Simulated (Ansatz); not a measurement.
in.yaml

```yaml
crystal:
  periodic: [false, false, false]
  atoms:
    - {symbol: Ni, position_ang: [0.000000, 0.000000, 0.000000]}
    - {symbol: F, position_ang: [0.000000, 0.000000, 1.768800]}
basis:
  gaussian: {orbitals: def2-TZVPP}
magnetization: {spin_polarized: false, initial_magnetization: 3}
correlation: {method: sc_nevpt2, electrons: outside_noble_gas, active_space: {window: {electrons: 17, orbitals: 10}, shells: [{species: F, l: s, shell: 2}, {species: F, l: p, shell: 2}, {species: Ni, l: s, shell: 4}, {species: Ni, l: d, shell: 3}]}}
```

```sh
$ ansatz run in.yaml --threads 1 --pin off --events-out ev --progress --plain --max-ram 4096MiB --backend cpu
```

Output:

```
1159 factors; integrals over basis functions are off by at most 1.9e-7 eV
mean field evaluation 1: about -43707.0794 eV, gradient 2.8e1 eV
mean field evaluation 2: about -43707.0843 eV, gradient 2.8e1 eV
mean field evaluation 4: about -43710.3185 eV, gradient 7.6e0 eV
mean field evaluation 8: about -43710.7826 eV, gradient 1.6e0 eV
mean field evaluation 16: about -43711.0495 eV, gradient 7.9e-2 eV
mean field evaluation 32: about -43711.1172 eV, gradient 2.0e-2 eV
mean field evaluation 64: about -43711.0495 eV, gradient 1.2e-4 eV
mean field evaluation 96: about -43711.0946 eV, gradient 9.7e-2 eV
mean field evaluation 128: about -43710.3508 eV, gradient 1.1e0 eV
mean field evaluation 160: about -43711.0495 eV, gradient 1.3e-2 eV
mean field evaluation 192: about -43710.5185 eV, gradient 1.1e1 eV
mean field evaluation 224: about -43711.0488 eV, gradient 2.4e-1 eV
mean field evaluation 256: about -43710.3061 eV, gradient 7.6e0 eV
mean field -43711.11781756 eV, -1606.3539513354 hartree, gradient 1.7e-6 eV, S^2 3.750000; 20 other end points of the search recorded, 0 dependent functions left out
reference -43711.11781756 eV, -1606.3539513354 hartree; 20, 17 occupied and 75, 78 virtual orbitals, 1159 factors
state -43711.11783254 eV, -1606.3539518859 hartree
state -43711.11783254 eV, -1606.3539518859 hartree; corrected -43724.59886192 eV, -1606.8493705780 hartree
Total energy: -43724.59886192 eV, -1606.8493705780 hartree
Checks for a lower state left out: starts, orbital_swaps
```

Natural occupations: 2.0000 2.0000 2.0000 2.0000 2.0000 2.0000 2.0000 1.0000 1.0000 1.0000.

Ran on 1 thread of AMD EPYC 7R13, shared host: 26 s wall, 0.23 GiB peak host memory.
